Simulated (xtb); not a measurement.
carbon disulfide (CS2), SMILES S=C=S. All values are semi-empirical tight-binding results from xtb (GFN2-xTB unless named), good for trends rather than for accurate numbers. Coordinates come from a GFN2-xTB optimisation.

Optimised geometry:

```xyz
3

S      0.0000     0.0000    -1.5501
C      0.0000     0.0000     0.0000
S      0.0000     0.0000     1.5501
```
Charge 0, spin multiplicity 1.

Computed properties:
```yaml
point_group_as_xtb_finds_it: D∞h
orbital_gap: 3.24 eV
zero_point_energy: 4.2 kcal/mol
G − E(el) at 298.15 K (modified RRHO): -10.3 kcal/mol
static polarisability (D4 model): 48.8 bohr³
solvation energy, GFN2-xTB/ALPB(water): 4.1 kcal/mol
solvation energy, GFN2-xTB/ALPB(octanol): -1.6 kcal/mol
```

Computed atomic charges and the Wiberg bond orders between heavy atoms:
charges (e) S1 -0.05, C2 0.11, S3 -0.05. Bond orders S1–C2 1.97, S1–S3 0.52, C2–S3 1.97.
